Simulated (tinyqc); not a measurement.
Orbital energy against energy difference: ionisation energy by orbital energies and by energy differences in the cc-pvdz basis, for HF, spin multiplicity 1. Computed by the program tinyqc with PySCF. The cation is unrestricted; errors are against CCSD(T) in this basis, not against experiment.

Geometry (angstrom):
```
atom,x,y,z
F,0.0000,0.0000,0.0000
H,0.0000,0.0000,0.8290
```

CCSD(T) difference in the same basis = 15.8130 eV

IP-EOM-CCSD = 15.5833 eV

First vertical ionisation energy (eV):
```
method,-e(HOMO),E(cation) - E,error of -e(HOMO),error of the difference
HF,17.371,14.56073,1.558,-1.252
PBE,8.530,16.13158,-7.283,0.319
B3LYP,10.583,16.19117,-5.230,0.378
PBE0,11.031,16.06329,-4.782,0.250
CAM-B3LYP,12.538,16.18595,-3.275,0.373
LC-wPBE,13.889,16.24760,-1.924,0.435
```

Estimate the missing row, method = LDA.

Computed row:
```
method  -e(HOMO)  E(cation) - E  error of -e(HOMO)  error of the difference
LDA        8.674       16.56859             -7.139                    0.756
```

Koopmans errs by +1.56 eV and Delta-HF by -1.25 eV: relaxation, 2.81 eV, lowers the value and the missing correlation difference works against it. The PBE level is off by -7.3 eV through the wrong tail of its potential, though its energy difference is off by +0.32 eV; exact exchange deepens the level, and among the orbital energies HF comes closest; among the differences PBE0 does.
